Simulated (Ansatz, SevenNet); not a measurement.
For 2H-SiC, the machine-learned potential SevenNet-l3i5 (trained on PBE and PBE+U data) gives:

```
Item                         Value
-------------------------  -------
lattice constant a         3.093 Å
c axis length              5.069 Å
elastic constant C11       393 GPa
elastic constant C44       104 GPa
polycrystal shear modulus  123 GPa
```

Q: What does r²SCAN (PAW; Ansatz, a first-principles code) give for the same quantities?

A: 
- lattice constant a: 3.075 Å (drops by 0.6 %)
- lattice parameter c: 5.048 Å (decreases by 0.4 %)
- elastic constant C11: 533 GPa (rises by 36 %)
- elastic constant C44: 165 GPa (rises by 59 %)
- Voigt–Reuss–Hill shear modulus: 201 GPa (rises by 63 %)

For comparison: lattice constant a 3.076 Å (measured, room temperature, no zero-point or thermal correction; as tabulated in Paulus et al. (1997), arXiv:cond-mat/9701136); lattice parameter c 5.048 Å (measured, room temperature, not corrected to a static lattice; as tabulated in Paulus et al. (1997), arXiv:cond-mat/9701136).

Changes are worked out from the printed values.

Unless a cell is named, each level is at its own relaxed cell (SevenNet-l3i5 10.50, r²SCAN 10.34 Å³/atom).

Ansatz's density-functional and Hartree–Fock values are scalar-relativistic unless marked +SOC, with PAW data made under PBE.
